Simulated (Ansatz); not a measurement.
`O[SiH2]O` → hydrogen peroxide + `[SiH2]`  (silylene formation by 1,1-elimination)

Calculated with Ansatz (gas phase, PBE0-D4/def2-TZVP geometries, no zero-point term in ΔE). CCSD(T)/CBS is the MP2 limit (def2-TZVPP, def2-QZVPP) plus CCSD(T) − MP2 in def2-TZVPP, frozen cores. This one scheme is used for every species. Functionals use def2-TZVPP. B3LYP here is the variant with VWN-RPA as its local correlation; programs differ in this. HSE06 is defined as in plane-wave codes. Each species was taken in one conformer, which may not be the lowest.

`O[SiH2]O`:

```xyz
7

O    -1.141   -0.257    0.858
Si    0.039    0.427   -0.055
O     1.056   -0.666   -0.738
H    -1.796   -0.794    0.411
H    -0.526    1.156   -1.214
H     0.753    1.314    0.892
H     1.615   -1.181   -0.153
```

`OO`:

Cartesian coordinates in Å:
```
O -0.208 -0.039 0.729
O 0.045 -0.442 -0.615
H -0.816 0.698 0.590
H 0.979 -0.217 -0.703
```

`[SiH2]`:

Z-matrix (Å, degrees):
```
Si
H 1 1.525
H 1 1.525 2 91.2
```

```json
{"level": "LDA (SPW92)", "ΔE (kJ/mol)": "782.0", "difference from CCSD(T)/CBS": "2.1"}
{"level": "PBE-D4", "ΔE (kJ/mol)": "736.1", "difference from CCSD(T)/CBS": "-43.8"}
{"level": "revPBE-D4", "ΔE (kJ/mol)": "723.7", "difference from CCSD(T)/CBS": "-56.2"}
{"level": "BLYP-D4", "ΔE (kJ/mol)": "727.5", "difference from CCSD(T)/CBS": "-52.4"}
{"level": "r2SCAN-D4", "ΔE (kJ/mol)": "785.9", "difference from CCSD(T)/CBS": "6.0"}
{"level": "PBE0-D4", "ΔE (kJ/mol)": "765.8", "difference from CCSD(T)/CBS": "-14.1"}
{"level": "B3LYP-D4", "ΔE (kJ/mol)": "756.9", "difference from CCSD(T)/CBS": "-23.0"}
{"level": "r2SCANh-D4", "ΔE (kJ/mol)": "792.1", "difference from CCSD(T)/CBS": "12.2"}
{"level": "r2SCAN0-D4", "ΔE (kJ/mol)": "801.4", "difference from CCSD(T)/CBS": "21.5"}
{"level": "HSE06-D4", "ΔE (kJ/mol)": "765.2", "difference from CCSD(T)/CBS": "-14.7"}
{"level": "BHLYP-D4", "ΔE (kJ/mol)": "791.9", "difference from CCSD(T)/CBS": "12.0"}
{"level": "CAM-B3LYP-D4", "ΔE (kJ/mol)": "776.6", "difference from CCSD(T)/CBS": "-3.3"}
{"level": "ωB97X-V", "ΔE (kJ/mol)": "770.7", "difference from CCSD(T)/CBS": "-9.2"}
{"level": "B2PLYP", "ΔE (kJ/mol)": "773.3", "difference from CCSD(T)/CBS": "-6.6"}
{"level": "PBE-QIDH", "ΔE (kJ/mol)": "799.7", "difference from CCSD(T)/CBS": "19.8"}
{"level": "PBE", "ΔE (kJ/mol)": "731.0", "difference from CCSD(T)/CBS": "-48.9"}
{"level": "revPBE", "ΔE (kJ/mol)": "709.3", "difference from CCSD(T)/CBS": "-70.6"}
{"level": "BLYP", "ΔE (kJ/mol)": "716.3", "difference from CCSD(T)/CBS": "-63.6"}
{"level": "r2SCAN", "ΔE (kJ/mol)": "784.7", "difference from CCSD(T)/CBS": "4.8"}
{"level": "PBE0", "ΔE (kJ/mol)": "761.5", "difference from CCSD(T)/CBS": "-18.4"}
{"level": "r2SCANh", "ΔE (kJ/mol)": "790.9", "difference from CCSD(T)/CBS": "11.0"}
{"level": "r2SCAN0", "ΔE (kJ/mol)": "800.0", "difference from CCSD(T)/CBS": "20.1"}
{"level": "HSE06", "ΔE (kJ/mol)": "761.3", "difference from CCSD(T)/CBS": "-18.6"}
{"level": "BHLYP", "ΔE (kJ/mol)": "785.5", "difference from CCSD(T)/CBS": "5.6"}
{"level": "LC-ωPBE", "ΔE (kJ/mol)": "782.8", "difference from CCSD(T)/CBS": "2.9"}
{"level": "RPA@PBE/def2-TZVPP", "ΔE (kJ/mol)": "720.6", "difference from CCSD(T)/CBS": "-59.3"}
{"level": "HF/def2-SVP", "ΔE (kJ/mol)": "750.5", "difference from CCSD(T)/CBS": "-29.4"}
{"level": "MP2/def2-SVP", "ΔE (kJ/mol)": "763.3", "difference from CCSD(T)/CBS": "-16.6"}
{"level": "CCSD/def2-SVP", "ΔE (kJ/mol)": "719.2", "difference from CCSD(T)/CBS": "-60.7"}
{"level": "CCSD(T)/def2-SVP", "ΔE (kJ/mol)": "715.6", "difference from CCSD(T)/CBS": "-64.3"}
{"level": "HF/def2-TZVPP", "ΔE (kJ/mol)": "790.8", "difference from CCSD(T)/CBS": "10.9"}
{"level": "MP2/def2-TZVPP", "ΔE (kJ/mol)": "810.3", "difference from CCSD(T)/CBS": "30.4"}
{"level": "SCS-MP2/def2-TZVPP", "ΔE (kJ/mol)": "788.4", "difference from CCSD(T)/CBS": "8.5"}
{"level": "CCSD/def2-TZVPP", "ΔE (kJ/mol)": "767.8", "difference from CCSD(T)/CBS": "-12.1"}
{"level": "CCSD(T)/def2-TZVPP", "ΔE (kJ/mol)": "765.1", "difference from CCSD(T)/CBS": "-14.8"}
{"level": "HF/def2-QZVPP", "ΔE (kJ/mol)": "795.3", "difference from CCSD(T)/CBS": "15.4"}
{"level": "MP2/def2-QZVPP", "ΔE (kJ/mol)": "820.3", "difference from CCSD(T)/CBS": "40.4"}
{"level": "SCS-MP2/def2-QZVPP", "ΔE (kJ/mol)": "798.9", "difference from CCSD(T)/CBS": "19.0"}
{"level": "HF/CBS(def2)", "ΔE (kJ/mol)": "795.9", "difference from CCSD(T)/CBS": "16.0"}
{"level": "CCSD/CBS(def2)", "ΔE (kJ/mol)": "782.6", "difference from CCSD(T)/CBS": "2.7"}
{"level": "CCSD(T)/CBS", "ΔE (kJ/mol)": "779.9", "difference from CCSD(T)/CBS": "0"}
```

Task: What do rigid-rotor, harmonic-oscillator terms from PBE0-D4/def2-TZVP frequencies (298.15 K, 1 bar) make of the CCSD(T)/CBS value? (An estimate is asked.)

Result: Ansatz gave: ΔZPE = -18.6 kJ/mol, ΔH = +767.3 kJ/mol, ΔS = 158 J/(mol·K), ΔG = +720.4 kJ/mol.

Largest T1 diagnostic among the species: 0.014.

From BLYP to BHLYP (50 % exact exchange), in def2-TZVPP and without D4, ΔE moves by +69.3 kJ/mol. The D4 term adds +8.3 kJ/mol with B3LYP and +4.3 kJ/mol with PBE0; it sums over pairs of atoms, weighted by their polarisabilities, and B3LYP, whose exchange is more repulsive, gets the larger term. Leaving LDA and LC-ωPBE aside and taking each functional with its dispersion term where it has one, the values spread over 77.7 kJ/mol, from revPBE-D4 to r2SCAN0-D4. LDA lies +51.0 kJ/mol from PBE without D4.
